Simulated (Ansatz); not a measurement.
**C₃H₄FN: small, medium and large basis sets**

How large a basis does C₃H₄FN need? Two functionals are run in growing sets.

Program: Ansatz 0.2.0, Gaussian basis. Level of theory: one geometry, several basis sets. These are calculated values, not measurements.

Levels to be run: PBE0-D4/def2-SVP; ωB97M-V/def2-SVP; PBE0-D4/def2-QZVPP; ωB97M-V/def2-QZVPP; the functionals' def2-TZVPP values are taken from earlier runs.

### Step 1. Structure used throughout

All runs share one geometry, relaxed beforehand with PBE0-D4 in a triple-zeta def2 set.

9 atoms, charge 0, spin multiplicity 1.

Atoms are counted from 1 here; the program's logs count them from 0.

Bond lengths: C1–C2 1.301 Å, C1–H6 1.088 Å, C1–H7 1.089 Å, C2–C3 1.306 Å, C3–N4 1.383 Å, C3–F5 1.344 Å, N4–H8 1.012 Å, N4–H9 1.008 Å. Angles: C2–C1–H6 121.8°, C2–C1–H7 121.8°, H6–C1–H7 116.4°, C1–C2–C3 176.3°, C2–C3–N4 128.5°, C2–C3–F5 120.5°, N4–C3–F5 110.9°, C3–N4–H8 113.0°, C3–N4–H9 112.6°, H8–N4–H9 111.5°.

Geometry (Å):

```
C    -0.3423    1.4055   -1.1939
C     0.1236    0.5320   -0.3501
C     0.5862   -0.4021    0.4360
N    -0.0540   -1.5417    0.8881
F     1.8574   -0.3617    0.8690
H    -0.7601    2.3550   -0.8655
H    -0.3286    1.2294   -2.2681
H     0.0177   -1.6643    1.8903
H    -1.0116   -1.5983    0.5772
```

### Step 2. PBE0-D4 in def2-SVP

File in.yaml:

```yaml
crystal:
  periodic: [false, false, false]
  atoms:
    - {symbol: C, position_ang: [-0.342349, 1.405457, -1.193901]}
    - {symbol: C, position_ang: [0.123579, 0.531980, -0.350076]}
    - {symbol: C, position_ang: [0.586188, -0.402055, 0.436020]}
    - {symbol: N, position_ang: [-0.053991, -1.541668, 0.888064]}
    - {symbol: F, position_ang: [1.857444, -0.361737, 0.868983]}
    - {symbol: H, position_ang: [-0.760054, 2.355034, -0.865465]}
    - {symbol: H, position_ang: [-0.328552, 1.229357, -2.268145]}
    - {symbol: H, position_ang: [0.017718, -1.664261, 1.890251]}
    - {symbol: H, position_ang: [-1.011585, -1.598307, 0.577169]}
basis:
  gaussian: {orbitals: def2-SVP}
hamiltonian: {xc: pbe0, dispersion: d4}
output: {orbitals: {seedname: orbitals}}
```

Command:

```sh
$ ansatz run in.yaml --threads 2 --pin off --events-out ev --progress --plain --max-ram 4352MiB
```

Further steps of the session: ωB97M-V in def2-SVP; PBE0-D4 in def2-QZVPP; ωB97M-V in def2-QZVPP.

Q: Predict the results of all the runs planned. Wanted: PBE0-D4: double and triple zeta above quadruple; ωB97M-V: double and triple zeta above quadruple.

**Answer**, as computed:

```
                                       quantity          value
PBE0-D4: double and triple zeta above quadruple  8.98, 0.40 eV
ωB97M-V: double and triple zeta above quadruple  9.24, 0.37 eV
```

What this shows: For PBE0-D4 the step from double to triple zeta gains 8.58 eV and the next only 0.40 eV. Total energies overstate the basis error of differences, where much of it tends to cancel. The LUMO of ωB97M-V is positive and keeps falling with the basis (2.15 to 1.58 eV): an unbound level that the basis holds in place.
